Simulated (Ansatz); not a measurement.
## Ansatz (development build ahead of 0.2.0) run

```yaml
crystal:
  periodic: [false, false, false]
  atoms:
    - { symbol: C, position_ang: [0.49102, 0.0, 0.0] }
    - { symbol: H, position_ang: [1.11158, 0.64605, 0.64605] }
    - { symbol: H, position_ang: [1.11158, -0.64605, -0.64605] }
    - { symbol: F, position_ang: [-0.28718, 0.77492, -0.77492] }
    - { symbol: F, position_ang: [-0.28718, -0.77492, 0.77492] }
basis:
  gaussian: { orbitals: cc-pVDZ }
hamiltonian:
  xc: hf
correlation:
  method: mp2
  frozen_orbitals: { C: 1, F: 1, H: 0 }
```

The input is written out in the form of the current development build from the run's settings.

Output:

```yaml
Converged: yes
Reference_energy: -237.91129 hartree
Correlation_energy: -0.51063 hartree
Total_energy: -238.42192 hartree
Spin_squared_of_the_determinant: 0.000
```
